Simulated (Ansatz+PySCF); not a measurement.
Two shapes of singlet C₄H₈.

Shape 1:

```xyz
12

C     0.0000    0.0040   -0.6683
C     0.0000   -0.0040    0.6683
C     0.0000    1.2255   -1.5272
C     0.0000   -1.2255    1.5272
H     0.0000   -0.9611   -1.1939
H     0.0000    0.9611    1.1939
H     0.0000    2.1461   -0.9244
H     0.8831    1.2515   -2.1881
H    -0.8831    1.2515   -2.1881
H     0.0000   -2.1461    0.9244
H     0.8831   -1.2515    2.1881
H    -0.8831   -1.2515    2.1881
```

Shape 2:

```xyz
12

C     0.0209    0.0062   -0.7137
C    -0.0247    0.0289    0.6400
C    -0.0029    1.1801   -1.5065
C     0.0360   -1.2361    1.4942
H    -0.0209   -0.9732   -1.1501
H     0.0053    0.9537    1.1447
H     0.0182    2.1851   -0.9498
H     0.9290    1.2483   -2.2077
H    -0.9126    1.2807   -2.2160
H     0.0024   -2.1623    0.8772
H     0.8624   -1.2060    2.1889
H    -0.9014   -1.2059    2.1972
```

Basis set: def2-SVP (spherical functions). Correlated methods keep 4 orbitals frozen. Charge 0, multiplicity 1.

Computed with Ansatz (development build ahead of 0.2.0); each method stands on the lowest determinant of its kind that the runs found.

Problem. Which shape is lower in energy, and by how much in each method?

Solution.

```csv
method,E(2) − E(1) (eV)
UHF-MP2,0.590
PBE (restricted),0.430
PBE (unrestricted),0.430
ωB97X (restricted),0.514
ωB97X (unrestricted),0.514
```

Shape 1 is lower. Caution for UHF-MP2: another reference gives a lower total.
